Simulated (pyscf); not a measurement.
Thermochemistry of product channels of `[O]=[W](=[O])([F])[F]` + `[ClH]` on the singlet surface, in eV, from ωB97M-D3(BJ)/def2-TZVP energies (ideal gas, 1 atm, RRHO with modes under 100 cm⁻¹ raised to 100, one conformer, R ln 2 for chiral ones without a mode under 150 cm⁻¹). Structures and frequencies: ωB97X-D3(BJ)/def2-SVP in PySCF.

```json
[
 {"products": "`[O]=[W]([OH])([F])([F])[Cl]`", "ΔE": "(withheld)", "ΔH(298 K)": "-0.73", "ΔG(900 K)": "+0.48", "ΔG(1200 K)": "(withheld)"},
 {"products": "`[O]=[W](=[O])([F])[Cl]` + `[FH]`", "ΔE": "+0.05", "ΔH(298 K)": "+0.10", "ΔG(900 K)": "+0.06", "ΔG(1200 K)": "+0.04"}
]
```

Q: Complete the blanks.

A: 
- `[O]=[W]([OH])([F])([F])[Cl]`, ΔE: -0.83
- `[O]=[W]([OH])([F])([F])[Cl]`, ΔG(1200 K): +0.85

The channel to O=W(OH)(F)(F)–Cl turns unfavourable between 298 and 1200 K (ΔG from -0.32 eV to +0.85 eV).

These are energies of the channels, which say nothing of barriers. Elements past Kr carry the def2 core potentials, without spin-orbit coupling.
